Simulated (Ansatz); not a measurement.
`F/C=C1\CS1`, charge 0, multiplicity 1.

(1) Give a relaxed structure at PBE0-D4/def2-TZVP (Ansatz). (An estimate is asked.)

## Answers

(1) Ansatz gave: 
Z-matrix (Å, degrees):
```
C
S 1 1.832
C 1 1.449 2 62.1
H 1 1.085 2 115.3 3 110.5
H 1 1.085 2 115.3 3 -110.5
C 3 1.313 1 146.4 2 -180.0
F 6 1.341 3 121.0 1 -0.0
H 6 1.082 3 125.5 1 180.0
```
Point group Cs.
